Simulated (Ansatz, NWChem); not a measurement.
## Heat of formation of CH3NO (formamide) from total energies

CH3NO has 6 atoms, charge 0, and is taken as a singlet. SMILES: `NC=O`. Geometry: relaxed at PBE0-D4/def2-TZVP. This is one conformer, not always the lowest.

Total energies at SVWN5/def2-TZVP (NWChem 7.3.0); the atoms run unrestricted:

```tsv
species	state	energy (Eh)
CH3NO	singlet	-168.627273
N	quartet	-54.132858
C	triplet	-37.467389
O	triplet	-74.525567
H	doublet	-0.478344
```

Harmonic wavenumbers at PBE0-D4/def2-TZVP, in cm⁻¹: 243, 570, 650, 1050, 1063, 1287, 1420, 1620, 1832, 2957, 3611, 3752.

Measured heats of formation of the gaseous atoms at 298.15 K, in kJ/mol: N 472.4, C 716.9, O 249.2, H 218.0. Spin-orbit lowering of the atoms at 298 K (mean of the ground term's levels less their thermal mean, from spectra), in kJ/mol: C 0.02, O 0.40. Take 1 Eh = 2625.50 kJ/mol, 1 cm⁻¹ = 0.0119627 kJ/mol, RT = 2.479 kJ/mol.

Task: Work out the heat of formation of the gas at 298 K.

Result: 
1. Electronic atomisation energy: (-54.132858) + (-37.467389) + (-74.525567) + 3 × (-0.478344) − (-168.627273) = 1.066427 Eh = 2799.9 kJ/mol.
2. Zero-point energy: half the sum of the wavenumbers, 10027.5 cm⁻¹ = 120.0 kJ/mol.
3. Thermal vibrational enthalpy, Σ hcν̃/(exp(hcν̃/kT) − 1): 2.3 kJ/mol. Translation, rotation and pV of a non-linear molecule: 4 RT = 9.9 kJ/mol.
4. The 6 free atoms carry 5/2 RT each: 37.2 kJ/mol.
5. Spin-orbit coupling lowers the free atoms by 0.02 + 0.40 = 0.4 kJ/mol.
6. Atomisation enthalpy at 298 K: 2799.9 − 0.4 − 120.0 − 2.3 − 9.9 + 37.2 = 2704.5 kJ/mol.
7. Sum of the atoms' heats of formation: 2092.5 kJ/mol. Heat of formation: 2092.5 − 2704.5 = -612.0 kJ/mol.

The tabulated value is -193.9 kJ/mol (CRC Handbook of Chemistry and Physics), so this level is off by -418.1 kJ/mol, or 18.3 % of the atomisation enthalpy that the table implies (2286.4 kJ/mol). The LDA overbinds, which puts heats of formation too low. Anharmonicity and any spin-orbit splitting of the molecule are left out.
